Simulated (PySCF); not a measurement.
Which functional comes closest?

Molecule: Methylaminoethane (N(CC)C, C3H9N).

Cartesian coordinates in Å; atom numbers follow the order of the lines, from 1:
```xyz
13

C    -1.862    0.025    0.100
C    -0.448   -0.438   -0.191
N     0.519    0.582    0.134
C     1.885    0.205   -0.118
H    -2.080    0.957   -0.442
H    -2.599   -0.736   -0.194
H    -2.002    0.222    1.176
H    -0.255   -1.402    0.337
H    -0.350   -0.668   -1.267
H     0.405    0.868    1.104
H     2.566    1.015    0.187
H     2.037    0.045   -1.199
H     2.213   -0.727    0.395
```

Geometry PBE0-D3(BJ)/def2-SVP throughout; GIAO in PySCF 2.14.0 with density-fitted response routines, gas phase, one conformer, non-relativistic; equivalent atoms averaged; basis pcSseg-2.

Reference values (measured; solution, not stated per compound (mostly CDCl3 or CCl4); Pretsch, Buehlmann, Badertscher, Structure Determination of Organic Compounds, 4th ed. (2009)): δ(C2) = 45.9 ppm, δ(C1) = 14.3 ppm. Computed shifts are taken against TMS, calculated as an isolated molecule at each level.

How do the functionals HF, LDA, PBE, BLYP, BP86, OPBE, KT2, KT3, B97-D, B3LYP, PBE0, mPW1PW91, WP04, B97-2, BHandHLYP, CAM-B3LYP, wB97X-D, LC-wPBE perform against the reference? Times are CPU seconds on shared hosts with different chips, so compare them loosely; the GGAs took longer than the global hybrids here, which isn't the general rule, and the cause wasn't traced.

Results:


| functional | kind | C2 | C1 | mean abs. error C | core-s |
| --- | --- | --- | --- | --- | --- |
| HF | Hartree–Fock | 45.6 | 18.8 | 2.4 | 13 |
| LDA | LDA | 54.2 | 17.1 | 5.6 | 30 |
| PBE | GGA | 53.7 | 18.4 | 6.0 | 38 |
| BLYP | GGA | 55.1 | 19.2 | 7.1 | 39 |
| BP86 | GGA | 53.5 | 18.5 | 5.9 | 41 |
| OPBE | GGA | 51.1 | 18.2 | 4.6 | 38 |
| KT2 | GGA | 52.8 | 18.1 | 5.3 | 35 |
| KT3 | GGA | 52.4 | 18.7 | 5.4 | 37 |
| B97-D | GGA | 53.2 | 19.0 | 6.0 | 37 |
| B3LYP | global hybrid | 52.8 | 18.9 | 5.7 | 25 |
| PBE0 | global hybrid | 51.0 | 18.3 | 4.6 | 25 |
| mPW1PW91 | global hybrid | 50.9 | 18.4 | 4.5 | 24 |
| WP04 | global hybrid | 52.0 | 19.5 | 5.7 | 20 |
| B97-2 | global hybrid | 50.9 | 18.6 | 4.7 | 27 |
| BHandHLYP | global hybrid | 49.9 | 18.8 | 4.2 | 27 |
| CAM-B3LYP | range-separated hybrid | 51.4 | 18.5 | 4.8 | 36 |
| wB97X-D | range-separated hybrid | 50.6 | 18.5 | 4.5 | 34 |
| LC-wPBE | range-separated hybrid | 48.4 | 17.9 | 3.0 | 45 |

For $^{13}$C the closest is HF (2.4 ppm) and the furthest BLYP (7.1 ppm). One molecule is a small sample, and vibrational and solvent effects are absent from the calculation.
